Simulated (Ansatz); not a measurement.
```yaml
crystal:
  periodic: [false, false, false]
  atoms:
    - {symbol: Al, position_ang: [0.000000, -0.000000, -0.025687]}
    - {symbol: H, position_ang: [-0.000000, 0.000000, 1.639157]}
basis:
  gaussian: {orbitals: def2-mTZVPP, fitting: {mean_field: cc-pVTZ-jkfit}}
hamiltonian: {xc: {name: B2PLYP}}
accuracy: high
output: {forces: true}
```

```sh
$ ansatz run in.yaml --threads 2 --pin off --events-out ev --progress --plain --max-ram 20480MiB --backend cpu
```

Shortened log:

```
Functional definition: B2PLYP
151 factors; integrals over basis functions are off by at most 3.2e-1 eV
mean field evaluation 1: about -6607.6268 eV, gradient 7.0e0 eV
mean field evaluation 2: about -6607.6270 eV, gradient 7.0e0 eV
mean field evaluation 4: about -6607.8843 eV, gradient 2.5e-1 eV
mean field evaluation 8: about -6607.8847 eV, gradient 8.9e-4 eV
mean field evaluation 16: about -6607.8847 eV, gradient 2.6e-8 eV
mean field -6607.88466480 eV, -242.8352824462 hartree, gradient 2.6e-8 eV, S^2 0.000000; 0 other end points of the search recorded, 0 dependent functions left out
5 core orbitals not correlated: weight in the atoms' cores, before any rotation towards them, 1.000 or more for the frozen orbitals, at most 0.000 for the correlated occupied ones
reference -6607.88468148 eV, -242.8352830591 hartree; 2, 2 occupied and 20, 20 virtual orbitals, 151 factors
second order -1.61047014 eV of doubles, -0.00000000 eV of singles
Total energy: -6608.31950841 eV, -242.8512626544 hartree
Atom 0 at     0.000000    -0.000000    -0.025687 Å, force    -0.000000    -0.000000     0.155918 eV/Å
Atom 1 at    -0.000000     0.000000     1.639157 Å, force     0.000000    -0.000000    -0.155918 eV/Å
Dipole moment:    -0.000000    -0.000000     0.048543 e Å
```

Hardware: 2 threads of an AMD EPYC 7R13 on a shared host. Wall time 1.1 s, peak host memory 0.16 GiB.
